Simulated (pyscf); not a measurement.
H₃C–SiH₂–CH₃ + methyl (CH₃•) → ethane (H₃C–CH₃) + H₃C–SiH₂•, a substitution at C (doublet surface; C–Si broken, C–C formed). Optimised with ωB97X-D3(BJ)/def2-SVP in PySCF. Energies in kJ/mol from the separated reactants.

Small-basis levels: PySCF, no dispersion term, spherical d functions. AM1 to PM7: differences of heats of formation from MOPAC, which are fitted to 298 K values and so differ in kind from electronic energies by zero-point and thermal terms. GFN2-xTB: tblite. Open shells are spin-unrestricted. 

```
level                   barrier  reaction energy
----------------------  -------  ---------------
HF/STO-3G                   ___            +14.7
BP86/6-31G*               132.6            -42.5
PBE/6-31G*                126.4            -45.8
B3LYP/STO-3G              184.7             -5.9
B3LYP/LANL2DZ             169.7            -25.6
B3LYP/6-31G*              162.5            -34.4
M06-2X/6-31G*             159.2            -39.0
PBE/def2-SVP              130.5            -41.4
GFN2-xTB                   99.6            -93.7
AM1                       122.4            -55.8
PM3                         ___            -10.6
PM6                       192.3            +51.4
ωB97M-D3(BJ)/def2-TZVP      ___            -10.8
```

Question: Fill in the missing entries.

Answer: 
- HF/STO-3G, barrier: 294.9
- PM3, barrier: 121.7
- ωB97M-D3(BJ)/def2-TZVP, barrier: 177.0

Against the last row the barrier runs from -77.4 (GFN2-xTB) to +117.9 kJ/mol (HF/STO-3G). ωB97M-D3(BJ)/def2-TZVP has limits of its own. The same reactants have a lower exit, to H₃C–SiH•–CH₃ + CH₄ (barrier +37.7 kJ/mol at ωB97M-D3(BJ)/def2-TZVP, against +177.0 kJ/mol here). One saddle was located; it need not be the lowest between these sides. The angle at the attacked C is 178°.
